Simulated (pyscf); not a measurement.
Optimised with ωB97X-D3(BJ)/def2-SVP in PySCF.

Q: Estimate the classical barrier height and the reaction energy of H₃C–SiH₃ (SMILES C[SiH3]) + Cl• (SMILES [Cl]) → •H₂C–SiH₃ (SMILES [CH2][SiH3]) + HCl (SMILES Cl) at ωB97M-D3(BJ)/def2-TZVP. The step runs on the doublet surface, breaks C–H and forms Cl–H; take the separated reactants as zero.

A: ΔE‡ = 18.2 kJ/mol, ΔE = +9.5 kJ/mol. Zero-point energy shifts the barrier by -18.7 kJ/mol. It is a hydrogen abstraction, with an imaginary mode of 1130i cm⁻¹. •H₂C–SiH₃ lies 44.3 kJ/mol over its isomer H₃C–SiH₂• (electronic energy, ωB97M-D3(BJ)/def2-TZVP). This is the saddle that the search found; another between the same sides may lie lower. The angle at the transferred H is 174°. Left out: the spin-orbit lowering of Cl.
